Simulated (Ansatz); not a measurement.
**CSO (singlet): the correlation ladder, STO-3G**

One table from this session's results is given with a row withheld; the runs are named, their logs left out.

The runs use Ansatz 0.2.0, Gaussian basis; STO-3G, core rule «outside noble gas», up to 7 orbitals frozen.

The runs, in order: UHF; CCSD(T) on RHF; BCCD(T) on RHF; CISD; CCSDT(Q) on RHF; CISDTQ; CCSDTQ on RHF; CASSCF and MRCISD+Q, 16 electrons in 12 orbitals; CASSCF and NEVPT2, 16 electrons in 12 orbitals; Full CI.

10 further runs of the same task are left out: 1 that didn't finish, 9 set aside as unsound or not needed.

## What is computed

The geometry is an MP2(full)/6-31G* stationary point (not a proven minimum).

3 atoms, charge 0, spin multiplicity 1.

Atoms are counted from 1 here; the program's logs count them from 0.

Bond lengths: O1–C2 1.179 Å, C2–S3 1.565 Å. Angles: O1–C2–S3 180.0°.

The first run:

File in.yaml:

```yaml
crystal:
  periodic: [false, false, false]
  atoms:
    - {symbol: O, position_ang: [0.000000, 0.000000, -1.307600]}
    - {symbol: C, position_ang: [0.000000, 0.000000, -0.128849]}
    - {symbol: S, position_ang: [0.000000, 0.000000, 1.436449]}
basis:
  gaussian: {orbitals: STO-3G}
magnetization: {spin_polarized: true, initial_magnetization: 0}
hamiltonian: {xc: hf}
output: {orbitals: {seedname: orbitals}}
```

Started as:

```
$ ansatz run in.yaml --threads 1 --pin off --events-out ev --progress --plain --max-ram 3956MiB --backend cpu
```

Steps of the session up to this table: UHF; CCSD(T) on RHF; BCCD(T) on RHF; CISD; CCSDT(Q) on RHF; CISDTQ; CCSDTQ on RHF; CASSCF and MRCISD+Q, 16 electrons in 12 orbitals; CASSCF and NEVPT2, 16 electrons in 12 orbitals; Full CI.

One of the session's tables, all rows but one given; the rest of the session is left out.

```
          method  from FCI (kJ/mol)
             RHF             +519.2
            RMP2              +32.0
            CISD              +75.4
           RCCSD              +50.0
        RCCSD(T)               +1.3
         BCCD(T)               +1.2
          RCCSDT                  ?
          CISDTQ               +5.1
       RCCSDT(Q)                0.0
         RCCSDTQ               -0.1
  CASSCF valence               -0.2
  NEVPT2 valence               -0.2
  MRCISD valence               -0.2
MRCISD+Q valence               -0.2
             FCI                  0
```

Q: Estimate the row for RCCSDT from the others.

**Answer.** from FCI (kJ/mol): +1.0. In the column «from FCI (kJ/mol)» it lies between FCI (0) and BCCD(T) (+1.2).
